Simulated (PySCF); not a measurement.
**NaS⁺: frontier orbitals**

PBE0 at R = 2.910 Å; basis Na def2-SVP, S def2-SVP; no relativity; PySCF 2.14. State: ³Σ⁻ (triplet), unpaired electrons π ↑↑. Only the outer orbitals are listed, counted within each symmetry.

| spin | orbital | occ. | ε (eV) | on Na (%) | main shells (%) |
| --- | --- | --- | --- | --- | --- |
| α | 2π | 1 | -38.90 | 100 | 100 Na p |
| α | 2π | 1 | -38.90 | 100 | 100 Na p |
| α | 6σ | 1 | -38.87 | 100 | 100 Na p |
| α | 7σ | 1 | -25.45 | 0 | 99 S s |
| α | 3π | 1 | -14.52 | 1 | 99 S p |
| α | 3π | 1 | -14.52 | 1 | 99 S p |
| α | 8σ | 1 | -13.53 | 5 | 94 S p |
| α | 9σ | 0 | -5.94 | 98 | 97 Na s |
| α | 4π | 0 | -3.60 | 99 | 99 Na p |
| α | 4π | 0 | -3.60 | 99 | 99 Na p |
| β | 2π | 1 | -38.90 | 100 | 100 Na p |
| β | 2π | 1 | -38.90 | 100 | 100 Na p |
| β | 6σ | 1 | -38.87 | 100 | 100 Na p |
| β | 7σ | 1 | -22.51 | 2 | 98 S s |
| β | 8σ | 1 | -12.71 | 7 | 92 S p |
| β | 3π | 0 | -9.28 | 3 | 97 S p |
| β | 3π | 0 | -9.28 | 3 | 97 S p |
| β | 9σ | 0 | -5.89 | 97 | 95 Na s |

**Question.** Which are the highest filled and the lowest empty level, where do they sit, and how wide is the gap?

**Answer.** Highest filled β 8σ at -12.71 eV (in %: 92 S p); lowest empty β 3π at -9.28 eV (in %: 97 S p); the gap at PBE0 is 3.43 eV.

| Property | Result |
| --- | --- |
| bond order (Mayer) | 0.31 |
| ⟨S²⟩ | 2.004 |
| charge on Na (Mulliken, basis-dependent) | 0.84 |
| charge on Na (Löwdin, basis-dependent) | 0.65 |
| dipole moment (positive dipole points towards S; it is taken about the centre of mass and depends on that origin) | -6.59 D |
| polarisability along the bond | 21.3 bohr³ |
| polarisability across the bond | 11.9 bohr³ |

The state was picked by a PBE0 search and need not be the measured ground state.
